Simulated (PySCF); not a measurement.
# Magnetic susceptibility: `C[PH2+]CC#N`, [C$_{3}$H$_{7}$NP]+, charge +1

Molfile (atoms numbered from 1):
```
C3H7NP
     RDKit          3D

 12 11  0  0  0  0  0  0  0  0999 V2000
   -1.5404   -0.5284   -0.1945 C   0  0  0  0  0  0  0  0  0  0  0  0
   -0.4245    0.4806    0.7748 P   0  0  0  0  0  0  0  0  0  0  0  0
    1.2033    0.6776   -0.0290 C   0  0  0  0  0  0  0  0  0  0  0  0
    1.7630   -0.6369   -0.2913 C   0  0  0  0  0  0  0  0  0  0  0  0
    2.1394   -1.7139   -0.4782 N   0  0  0  0  0  0  0  0  0  0  0  0
   -2.4913   -0.6441    0.3473 H   0  0  0  0  0  0  0  0  0  0  0  0
   -1.7243   -0.0452   -1.1659 H   0  0  0  0  0  0  0  0  0  0  0  0
   -1.0798   -1.5169   -0.3495 H   0  0  0  0  0  0  0  0  0  0  0  0
   -0.2126   -0.0937    2.0446 H   0  0  0  0  0  0  0  0  0  0  0  0
   -0.9562    1.7661    1.0045 H   0  0  0  0  0  0  0  0  0  0  0  0
    1.8576    1.2714    0.6327 H   0  0  0  0  0  0  0  0  0  0  0  0
    1.0659    1.2451   -0.9662 H   0  0  0  0  0  0  0  0  0  0  0  0
  1  2  1  0
  2  3  1  0
  3  4  1  0
  4  5  3  0
  1  6  1  0
  1  7  1  0
  1  8  1  0
  2  9  1  0
  2 10  1  0
  3 11  1  0
  3 12  1  0
M  CHG  1   2   1
M  END
```

The calculation used GIAO B3LYP/pcSseg-1 magnetisability, rotational g tensor and spin-rotation constants, non-relativistic, gas phase (PySCF 2.14.0). Geometry: PBE0-D3(BJ)/def2-SVP.

For an ion the centre-of-mass motion in the field is neglected.

Problem. How diamagnetic is it, and how anisotropic?

Solution. Isotropic -928 × 10⁻³⁰ J/T², or -55.9 × 10⁻⁶ cm³/mol; principal values -1024, -889, -870 × 10⁻³⁰ J/T², anisotropy 145 × 10⁻³⁰ J/T² (root of half the summed squared differences of the principal values). The susceptibility is in cgs units.

Problem. Split it along the inertial axes a, b, c into diamagnetic and paramagnetic parts about the centre of mass, with the quadrupole moment.

Solution. 
```
axis  χ (10⁻⁶ cm³/mol)  diamagnetic (10⁻⁶ cm³/mol)  paramagnetic (10⁻⁶ cm³/mol)  summed x² of all electrons (Å²)  quadrupole Θ (D Å)
   a             -57.6                      -252.4                        194.8                            106.0               -1.85
   b             -57.1                      -520.5                        463.4                             42.8               +3.10
   c             -52.9                      -631.4                        578.6                             16.7               -1.25
```
Anisotropies 2χaa − χbb − χcc = -5.2 and 2χbb − χaa − χcc = -3.7 × 10⁻⁶ cm³/mol. Θ is traceless in Buckingham's convention.

Problem. And the rotational g tensor?

Solution. 
```tsv
axis	rotational constant (GHz)	g	nuclear part	electronic part
a	7.0387	+0.0130	0.6572	-0.6442
b	2.5452	+0.0006	0.5547	-0.5541
c	2.0707	-0.0011	0.5617	-0.5628
```
Asymmetric top; isotopes 12C, 1H, 14N, 31P; no vibrational averaging.
